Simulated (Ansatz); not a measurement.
**NH3 (SMILES N) at 6 levels**

We compute a comparison of 6 runs (PBE/6-31G, UPBE/6-31G, RPA@PBE/3-21G, MP2/3-21G, UMP2/6-31G, BCCD(T)/6-31G) of NH3. 

The results are computed with Ansatz 0.2.0.

68 further runs of the same task are left out: 68 set aside as unsound or not needed.

**1. The structure to begin with**

NH3 has 4 atoms, charge 0, and is taken as a singlet. As SMILES, `N`. The H2–N1 distance was set to 2.531 Å, away from the relaxed value. At this shape a bond of the SMILES string is far longer than usual.

Bond lengths: N1–H3 1.013 Å, N1–H4 1.013 Å. Angles: H3–N1–H4 107.7°.

**2. The energy at PBE/6-31G (run 1)**

input.yaml

```yaml
crystal:
  periodic: [false, false, false]
  atoms:
    - {symbol: "N", position_ang: [-0.908271, 1.057756, -0.859892]}
    - {symbol: H, position_ang: [0.491930, -0.300470, 0.753380]}
    - {symbol: H, position_ang: [-1.732071, 0.514306, -1.086302]}
    - {symbol: H, position_ang: [-0.371921, 1.173176, -1.711042]}
basis:
  gaussian:
    orbitals: 6-31G
hamiltonian:
  xc: pbe
accuracy: high
```

Started as:

```
ansatz run input.yaml --threads 1 --pin off --max-ram 2610MiB --events-out events.jsonl --progress --plain --runs-dir runs
```

The program printed:

```text
Warning: RAYON_NUM_THREADS=1 ignored (pool sized by the plan → 1); use --threads N
Functional definition: PBE
  name "PBE"
  parameter kappa = 0.804
  parameter beta = 0.06672455060314922
  exchange = pbe_x(kappa = kappa, mu = beta*pi^2/3)
  correlation = pbe_c(beta = beta)
346 factors; integrals over basis functions are off by at most 2.9e-9 eV
mean field evaluation 1: about -1513.9821 eV, gradient 7.1e1 eV
mean field evaluation 2: about -1475.4886 eV, gradient 1.2e2 eV
mean field evaluation 4: about -1524.9059 eV, gradient 3.1e1 eV
mean field evaluation 8: about -1529.6190 eV, gradient 1.6e1 eV
mean field evaluation 16: about -1530.6685 eV, gradient 1.9e-8 eV
mean field -1530.66854314 eV, -56.2510314359 hartree, gradient 2.3e-8 eV, S^2 0.000000; 0 other end points of the search recorded, 0 dependent functions left out
reference -1530.66854490 eV, -56.2510315008 hartree; 5, 5 occupied and 10, 10 virtual orbitals, 346 factors
Total energy: -1530.66854490 eV, -56.2510315008 hartree
```

Wall time 0.2 s (1 thread of AMD EPYC 9R45 (Zen 5), shared host).

**3. A single-point energy at UPBE/6-31G (run 2)**

in.yaml

```yaml
crystal:
  periodic: [false, false, false]
  atoms:
    - {symbol: N, position_ang: [-0.908271, 1.057756, -0.859892]}
    - {symbol: H, position_ang: [0.491930, -0.300470, 0.753380]}
    - {symbol: H, position_ang: [-1.732071, 0.514306, -1.086302]}
    - {symbol: H, position_ang: [-0.371921, 1.173176, -1.711042]}
basis:
  gaussian:
    orbitals: 6-31G
magnetization:
  spin_polarized: true
  initial_magnetization: 0
hamiltonian:
  xc: {name: PBE}
accuracy: high
```

Started as:

```
ansatz run in.yaml --threads 1 --pin off --max-ram 2610MiB --events-out events.jsonl --progress --plain --runs-dir runs
```

The program printed (excerpt; [...] marks lines left out):

```text
Warning: RAYON_NUM_THREADS=1 ignored (pool sized by the plan → 1); use --threads N
[... 6 set-up lines as earlier in the session ...]
346 factors; integrals over basis functions are off by at most 2.9e-9 eV
mean field evaluation 1: about -1513.9821 eV, gradient 5.0e1 eV
mean field evaluation 2: about -1475.4886 eV, gradient 8.4e1 eV
mean field evaluation 4: about -1524.9059 eV, gradient 2.2e1 eV
mean field evaluation 8: about -1529.6190 eV, gradient 1.2e1 eV
mean field evaluation 16: about -1530.6685 eV, gradient 1.6e-8 eV
mean field evaluation 32: about -1495.0904 eV, gradient 6.8e1 eV
mean field -1531.43522759 eV, -56.2792065698 hartree, gradient 1.5e-8 eV, S^2 0.887997; 3 other end points of the search recorded, 0 dependent functions left out
reference -1531.43522955 eV, -56.2792066419 hartree; 5, 5 occupied and 10, 10 virtual orbitals, 346 factors
Total energy: -1531.43522955 eV, -56.2792066419 hartree
```

It took 0.66 s on 1 thread of AMD EPYC 9R45 (Zen 5), shared host.

Runs 3 to 5 aren't shown in full; the table further down has their settings and results.

**4. The energy at BCCD(T)/6-31G (run 6)**

run.yaml

```yaml
basis:
  gaussian:
    orbitals: 6-31G
crystal:
  periodic: [false, false, false]
  atoms:
    - {symbol: N, position_ang: [-0.908271, 1.057756, -0.859892]}
    - {symbol: H, position_ang: [0.491930, -0.300470, 0.753380]}
    - {symbol: H, position_ang: [-1.732071, 0.514306, -1.086302]}
    - {symbol: H, position_ang: [-0.371921, 1.173176, -1.711042]}
total_charge: 0
correlation:
  method: bccd_t
  frozen_orbitals: {H: 0, "N": 1}
accuracy: high
scf:
  omitted_lower_state_checks: [cluster_reference, increment]
```

Started as:

```
ansatz run run.yaml --threads 1 --pin off --max-ram 2610MiB --events-out events.jsonl --progress --plain --runs-dir runs
```

The program printed:

```text
Warning: RAYON_NUM_THREADS=1 ignored (pool sized by the plan → 1); use --threads N
[... 12 lines left out ...]
1 core orbitals not correlated: weight in the atoms' cores, before any rotation towards them, 1.000 or more for the frozen orbitals, at most 0.000 for the correlated occupied ones
[... 33 lines left out ...]
WARN: these amplitudes may be one of several solutions (largest doubles amplitude 0.66, level shift 6.84 eV)
Total energy: -1527.63002697 eV, -56.1393680262 hartree
Checks for a lower state left out: cluster_reference, increment
```

It took 0.1 s on 1 thread of AMD EPYC 9R45 (Zen 5), shared host.

**5. Overview of the runs**

| run | level | frozen core orbitals | energy (Eh) | wall time |
| --- | --- | --- | --- | --- |
| 1 | PBE/6-31G | – | -56.251032 | 0.2 s |
| 2 | UPBE/6-31G | – | -56.279207 | 0.66 s |
| 3 | RPA@PBE/3-21G | 1 | -55.883893 | 0.38 s |
| 4 | MP2/3-21G | 1 | -55.774706 | 0.06 s |
| 5 | UMP2/6-31G | 1 | -56.117429 | 0.08 s |
| 6 | BCCD(T)/6-31G | 1 | -56.139368 | 0.1 s |

**6. Summary of results**

| quantity | value |
| --- | --- |
| run 6: total energy | -56.13937 Eh |
| run 6: correlation energy (1 core orbital frozen) | -248.3 mEh |
| run 6: (T) correction | -12.51 mEh |

**Reading.** In runs 3, 4, 6 the log says that unrestricted orbitals would lower the reference, so the values rest on an unstable closed-shell determinant (other closed-shell runs at this shape may share the fault). In runs 1, 3, 4 a closed-shell determinant meets a far-stretched bond, which it describes badly. Spin contamination of the reference: run 5 ⟨S²⟩ = 0.98, run 2 ⟨S²⟩ = 0.89. Where it is this large, the reference is a mixture of spin states, and values that rest on it are in doubt. All runs together took 1.5 s, the longest 0.66 s.
